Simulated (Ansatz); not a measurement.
Geometry optimisation, RKS B3LYP/6-31G* in Ansatz.

input.yaml

```yaml
crystal:
  periodic: [false, false, false]
  atoms:
    - { symbol: Si, position_ang: [0.0, 0.0, 0.0] }
    - { symbol: H, position_ang: [0.0, 0.0, 1.81] }
    - { symbol: "N", position_ang: [1.7163, 0.0, -0.6061] }
    - { symbol: H, position_ang: [2.2145, -0.918, -0.7868] }
    - { symbol: H, position_ang: [2.2175, 0.918, -0.7783] }
    - { symbol: H, position_ang: [-0.6877, 1.1914, -0.4862] }
    - { symbol: H, position_ang: [-0.6877, -1.1914, -0.4862] }
    - { symbol: Cl, position_ang: [-2.306, 0.0, 0.7662] }
    - { symbol: H, position_ang: [-0.9541, 0.0, 1.8716] }
basis:
  gaussian: { orbitals: "6-31G*" }
hamiltonian:
  xc: b3lyp
relax:
  f_tol: 0.15
  max_steps: 25
  restrain:
    - { distance: [0, 7], at: 3.33, k: 30.0 }
    - { distance: [8, 1], at: 1.86, k: 30.0 }
    - { distance: [0, 1], at: 1.46, k: 30.0 }
    - { distance: [8, 7], at: 1.37, k: 30.0 }
```

Run as:

```bash
$ ansatz run input.yaml --threads 1 --pin off --max-ram 2048MiB --backend cpu --events-out ev --progress --plain --runs-dir out
```

Problem. Where does it end, and by what steps?

Solution. The forces met the threshold. The restraints hold the end off the free minimum; the threshold counts their pulls, which the force column leaves out. Restrained pairs: Si1–Cl8 (2.43 → 3.34 Å), H2–H9 (0.96 → 1.86 Å), Si1–H2 (1.81 → 1.48 Å), Cl8–H9 (1.75 → 1.34 Å). After 6 steps the energy has fallen by 2.617 eV (the restraints' own energy left out); Cl8 moved furthest, 0.77 Å.

```csv
step,energy less start (eV),largest force component (eV/Å),accepted
0,0.0000,2.384,yes
1,-0.9068,2.443,yes
2,-1.5231,3.935,yes
3,-2.0988,4.034,yes
4,-2.2911,1.950,yes
5,-2.6122,0.936,yes
6,-2.6166,0.978,yes
```

```xyz
9
Properties=species:S:1:pos:R:3
Si 0.214 0.000 -0.065
H 0.191 0.000 1.412
N 1.788 0.000 -0.784
H 2.362 -0.834 -0.749
H 2.363 0.834 -0.747
H -0.489 1.231 -0.494
H -0.490 -1.230 -0.496
Cl -2.820 0.000 1.335
H -1.606 -0.001 1.893
```

The run took 19 s on 1 thread of Arm Neoverse V2 (shared host), peak memory 0.13 GiB.
